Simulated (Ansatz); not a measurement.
A nudged elastic band was laid between two geometries of AlH4NO (7 atoms, charge 0, multiplicity 1).

All numbers below come from Ansatz 0.2.0, RKS BHLYP-D4/def2-SVP.

```json
{
 "movable images": "5",
 "climbing image": "yes",
 "spring": "5.0 eV/Å²",
 "optimiser": "quadratic models (default)",
 "start path": "through a guess of the saddle point",
 "force threshold": "0.05 eV/Å",
 "iteration limit": "60",
 "end points": "relaxed"
}
```

Initial state:

```xyz
7
Properties=species:S:1:pos:R:3
Al 0.115 -0.264 0.253
H -0.041 -0.682 1.758
O 1.626 -0.050 -0.479
H 2.491 -0.147 -0.101
N -1.301 0.005 -0.751
H -2.254 -0.087 -0.443
H -1.275 0.274 -1.720
```

Final state:

```xyz
7
Properties=species:S:1:pos:R:3
Al -0.938 -0.287 0.977
H 1.832 -0.334 1.033
O 1.169 -0.032 0.411
H 1.336 -0.472 -0.426
N -1.226 -0.064 -0.801
H -2.142 -0.210 -1.202
H -0.671 0.446 -1.474
```

(1) Which bonds break or form, and what moves?

(2) Give the energies along the band, and the barrier.

(3) What is the geometry of the highest image?

The band took 11 iterations and about 110 core-seconds.

Results:

(1) Bonds broken: Al1–H2. Bonds formed: H2–O3.

(2) The forces met the threshold. The highest image is number 3 of 0 to 6, 3.46 eV above the first end and 1.48 eV above the last; the last end lies 1.98 eV above the first. Neighbouring images differ by up to 1.9 eV, so the band resolves the path poorly. A vibrational analysis at the climbing image gives one clearly imaginary mode, 1627i cm⁻¹: a first-order saddle point. The orbitals stay closed-shell, which can raise the energy where a bond breaks towards radicals; this wasn't checked here.

```csv
image,path coordinate (Å),energy (eV),Al1–H2 (Å),H2–O3 (Å)
0,0.00,0.00,1.57,2.86
1,0.66,0.21,1.56,2.68
2,1.32,1.51,1.57,2.09
3,1.97,3.46,1.69,1.34
4,2.56,2.24,2.20,0.97
5,3.14,2.01,2.63,0.96
6,3.73,1.98,2.77,0.96
```

(3) 
```xyz
7
Properties=species:S:1:pos:R:3
Al -0.341 -0.198 0.592
H 1.117 -0.457 1.412
O 1.445 0.108 0.237
H 2.051 -0.350 -0.356
N -1.405 -0.074 -0.818
H -2.396 -0.250 -0.829
H -1.110 0.269 -1.721
```

Run time: 110 s on 1 thread of Arm Neoverse V1, on a shared host, peak memory 0.12 GiB.
